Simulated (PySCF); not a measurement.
Thiocyanic acid, CHNS.
Cartesian coordinates in Å at the PBE0-D3(BJ)/def2-TZVP level; atoms count from 1:
```xyz
4
CHNS angstrom
N      1.7702   -0.0882   -0.4477
C      0.6317    0.0996   -0.4293
S     -1.0162    0.4448   -0.4728
H     -1.3477   -0.4815    0.4451
```

Computed with PySCF at wB97X-D/pcSseg-2, non-relativistic, on one gas-phase PBE0-D3(BJ)/def2-TZVP geometry that isn't relaxed in the solvent. The solvent is an IEF-PCM continuum (cavity from Bondi-type radii × 1.2). Specific hydrogen bonds and non-electrostatic terms are outside this model.

Gas phase at wB97X-D/pcSseg-2: HOMO -10.15 eV, LUMO 0.77 eV, dipole 3.55 D.

Problem. What does the continuum do to the energy, the frontier levels and the dipole at wB97X-D/pcSseg-2 in chloroform?

Solution. 
```tsv
solvent	ε	E(solvent) − E(gas) (kcal/mol)	polarisation term (kcal/mol)	distortion of the solute (kcal/mol)	HOMO (eV)	LUMO (eV)	dipole (D)
chloroform	4.711	-4.62	-5.54	0.92	-9.99	1.10	4.44
```

Polarisation term: ½ Σ q·V over the induced surface charges. Distortion: the rise of the solute's own energy as its density leaves the gas-phase optimum.

Problem. Which radius a makes the point-dipole formula ΔE = −[(ε − 1)/(2ε + 1)]·μ²/a³ give the value in chloroform, with the gas-phase dipole?

Solution. μ = 1.398 au and |ΔE| = 0.00737 Eh give a = 2.41 Å; the farthest nucleus lies 1.78 Å from the centroid of the nuclei. The formula assumes a rigid point dipole at the centre of a sphere.

Problem. Give the dipole vector in the frame of the coordinates (D, pointing from negative to positive charge), gas and chloroform.

Solution. Gas (-3.48, -0.13, 0.70), solvent (-4.35, -0.16, 0.88). Its length changes by +25 % and its direction by less than 1°.

wB97X-D is run here without its empirical dispersion term; that term would change no orbital, density or response property at a fixed geometry.
